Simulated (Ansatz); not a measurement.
Cost and result for the atomization energy of C$_{4}$H$_{5}$N (`CC=C=C=N`) (10 atoms, 9 bonds).

```xyz
10

C     0.768    0.158   -1.535
C     0.147   -0.744   -0.524
C    -0.357   -0.365    0.627
C    -0.835    0.040    1.732
N    -1.331    0.299    2.831
H     0.236    0.081   -2.489
H     0.760    1.196   -1.206
H     1.801   -0.148   -1.731
H     0.119   -1.804   -0.784
H    -1.308    1.287    3.079
```

Charge 0, multiplicity 1. All single points use the PBE0-D4/def2-TZVP geometry. It is one conformer, not always the lowest. Program: Ansatz. All runs use 2 threads of an Arm Neoverse V1 on a shared host. Times are those of one run each, without the atoms' runs, and a repeat can differ threefold. Electronic energies, without spin–orbit coupling; frozen cores. CCSD(T)/CBS adds CCSD(T) − MP2 in def2-TZVPP to the MP2 limit, and its time is that of the two runs behind it. T1 = 0.015; the RHF reference is unstable towards UHF. B3LYP takes the VWN-RPA correlation (the form of Gaussian; ORCA's B3LYP/G). HSE06 is the plane-wave form, built on full-range PBE exchange.

CCSD(T)/CBS is a level of theory with its own doubt, some kJ/mol a heavy atom from the limit and from the frozen cores, so smaller differences don't rank the functionals.

| level | functions | wall time | atomization (kJ/mol) | difference from CCSD(T)/CBS | per bond |
| --- | --- | --- | --- | --- | --- |
| LDA (SPW92)/def2-TZVPP | 225 | 1.6 s | 4992.7 | 734.5 | 81.6 |
| PBE0-D4/def2-TZVPP | 225 | 3.3 s | 4342.4 | 84.2 | 9.4 |
| PBE-D4/def2-TZVPP (with forces) | 225 | 3.4 s | 4473.0 | 214.8 | 23.9 |
| BHLYP-D4/def2-TZVPP | 225 | 3.6 s | 4129.7 | -128.5 | -14.3 |
| HSE06-D4/def2-TZVPP | 225 | 3.9 s | 4347.7 | 89.5 | 9.9 |
| CAM-B3LYP-D4/def2-TZVPP | 225 | 3.9 s | 4305.0 | 46.8 | 5.2 |
| B3LYP-D4/def2-TZVPP (with forces) | 225 | 5.5 s | 4314.0 | 55.8 | 6.2 |
| CCSD(T)/def2-SVP | 95 | 6.5 s | 4072.6 | -185.6 | -20.6 |
| B2PLYP/def2-TZVPP | 225 | 8 s | 4261.2 | 3.0 | 0.3 |
| B97M-V/def2-TZVPP | 225 | 12 s | 4309.7 | 51.5 | 5.7 |
| MP2/def2-QZVPP | 435 | 30 s | 4308.9 | 50.7 | 5.6 |
| CCSD(T)/def2-TZVPP | 225 | 2.5 min | 4145.3 | -112.9 | -12.5 |
| CCSD(T)/CBS(def2) | – | 3 min | 4258.2 | 0.0 | 0.0 |

The D4 term adds +24.7 kJ/mol with B3LYP and +13.0 kJ/mol with PBE0; it sums over pairs of atoms, weighted by their polarisabilities, and B3LYP, whose exchange is more repulsive, gets the larger term. From BLYP to BHLYP (50 % exact exchange), in def2-TZVPP and without D4, the atomization energy moves by −201.6 kJ/mol: exact exchange takes away binding that semilocal exchange gives to molecules. At CCSD(T), def2-SVP lies −185.6 kJ/mol from the extrapolated value and def2-TZVPP −112.9 kJ/mol: correlation converges slowly with the basis, and small sets miss more of it in the bonded molecule than in its fragments.
